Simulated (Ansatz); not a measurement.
`OC(F)CF` → `[CH2]` (triplet) + `OC(F)F` at 298.15 K and 1 bar (formal loss of a carbene).

Isolated molecules relaxed with PBE0-D4/def2-TZVP in Ansatz; ΔE leaves out vibrations. CCSD(T)/CBS is the MP2 limit (def2-TZVPP, def2-QZVPP) plus CCSD(T) − MP2 in def2-TZVPP, frozen cores. This one scheme is used for every species. Triplets are unrestricted, without spin–orbit coupling. One conformer a species, not always the lowest.

| species | CCSD(T)/CBS energy (Eh) | H − E (kJ/mol) | S (J/(mol·K)) |
| --- | --- | --- | --- |
| `OC(F)CF` | -353.25935 | 190.2 | 303.7 |
| `[CH2]` (triplet) | -39.09499 | 55.4 | 195.3 |
| `OC(F)F` | -314.01610 | 111.3 | 274.1 |

H − E and S are ideal-gas, rigid-rotor, harmonic terms from PBE0-D4/def2-TZVP, for one conformer and one mirror image of each species, with the whole ground term of open shells counted as degenerate. 1 Eh = 2625.50 kJ/mol, R = 8.31446 J/(mol·K).

**Question.** By hand: ΔE, ΔH, ΔS and ΔG.

**Answer.** ΔE = (-39.09499) + (-314.01610) − (-353.25935) = 0.14826 Eh = 389.3 kJ/mol. Δ(H − E) = 55.4 + 111.3 − 190.2 = -23.5, so ΔH = 365.8 kJ/mol. ΔS = 195.3 + 274.1 − 303.7 = 165.7 J/(mol·K). ΔG = 365.8 − 298.15 × (165.7)/1000 = 316.4 kJ/mol.

**Question.** By hand: the equilibrium constant, and the temperature at which ΔG would vanish if ΔH and ΔS stayed fixed.

**Answer.** log₁₀ K = −ΔG/(RT ln 10) = -55.4. ΔG = 0 at ΔH/ΔS = 2208 K.

The number of gas molecules changes by +1, which sets the sign of ΔS. A doubt of 5 kJ/mol in ΔE shifts log₁₀ K by 0.9 here. Other conformers and mirror images would add mixing entropy, several J/(mol·K) or more a flexible species. A triplet takes part, so the spin changes. These are equilibria of isolated gas molecules and say nothing of rates. Largest T1 diagnostic: 0.012 (customary marks: 0.02 for closed shells, 0.045 for open ones).
